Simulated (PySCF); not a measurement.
Molecule: SMILES P[SiH2]Cl, ClH₄PSi.

Cartesian coordinates in Å; atom numbers follow the order of the lines, from 1:
```xyz
7

P    -0.144   -1.289   -1.811
Si   -2.203   -0.864   -0.990
Cl   -3.501   -2.312   -1.704
H     0.076   -2.372   -0.905
H     0.449   -0.322   -0.936
H    -2.651    0.466   -1.490
H    -2.275   -0.887    0.499
```

Geometry PBE0-D3(BJ)/def2-SVP throughout; GIAO in PySCF 2.14, gas phase, one conformer, non-relativistic; equivalent atoms averaged; functional PBE0.

For orientation, cc-pVDZ gives these shifts δ (against H3PO4, TMS, HCl at the same level): P1 -239.1, Si2 1.9, Cl3 -55.8, H6/H7 5.61, H4/H5 1.59 ppm.

A run gave: P1 -245.8, Si2 0.1, Cl3 -55.2, H6/H7 5.66, H4/H5 1.63 ppm (shifts δ (against H3PO4, TMS, HCl at the same level)).

Q: Which basis set was used in that run?
A. def2-SVP
B. aug-cc-pVDZ
C. IGLO-III
D. pcSseg-2

A: A. Cl3 tells them apart best: def2-SVP gives -55.2, IGLO-III gives -35.6, aug-cc-pVDZ gives -40.5, pcSseg-2 gives -39.7 ppm.
